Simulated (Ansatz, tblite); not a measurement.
Cost and result up the ladder for AlH2(OMe) (CH₅AlO) (8 atoms). Total charge 0; singlet. Geometry: r2SCAN-D4/def2-TZVP.

| atom | x (Å) | y (Å) | z (Å) |
| --- | --- | --- | --- |
| Al1 | 0.810 | -0.337 | -1.441 |
| H2 | 1.144 | 0.862 | -2.417 |
| H3 | 1.205 | -1.837 | -1.752 |
| O4 | 0.006 | -0.008 | -0.029 |
| C5 | -0.652 | 0.272 | 1.162 |
| H6 | -0.340 | -0.421 | 1.951 |
| H7 | -1.735 | 0.175 | 1.032 |
| H8 | -0.438 | 1.294 | 1.495 |

Ansatz on 4 threads of Intel Xeon 6975P-C on a shared host; xTB runs through tblite on one thread. Times are rough, summed over both states, and most runs start from the orbitals of an earlier one. PBE0-D4/def2-TZVP serves as the yardstick here, not as an exact answer. The other state is a triplet.

The xTB rows come from tblite.

xTB has no spin-polarisation term.

```csv
level,functions,wall time
GFN2-xTB,22,0.007 s
GFN1-xTB,27,0.008 s
PBE-D4/def2-TZVP,129,1.2 s
PBE0-D4/def2-TZVP,129,1.6 s
r2SCAN-D4/def2-TZVP,129,1.9 s
```

(1) Estimate what each level gives for the vertical triplet (eV).

Results:

(1) 
| level | vertical triplet (eV) | difference from PBE0-D4/def2-TZVP (eV) |
| --- | --- | --- |
| GFN2-xTB | 4.94 | 0.01 |
| GFN1-xTB | 5.91 | 0.98 |
| PBE-D4/def2-TZVP | 4.50 | -0.43 |
| PBE0-D4/def2-TZVP | 4.94 | 0.00 |
| r2SCAN-D4/def2-TZVP | 4.65 | -0.28 |
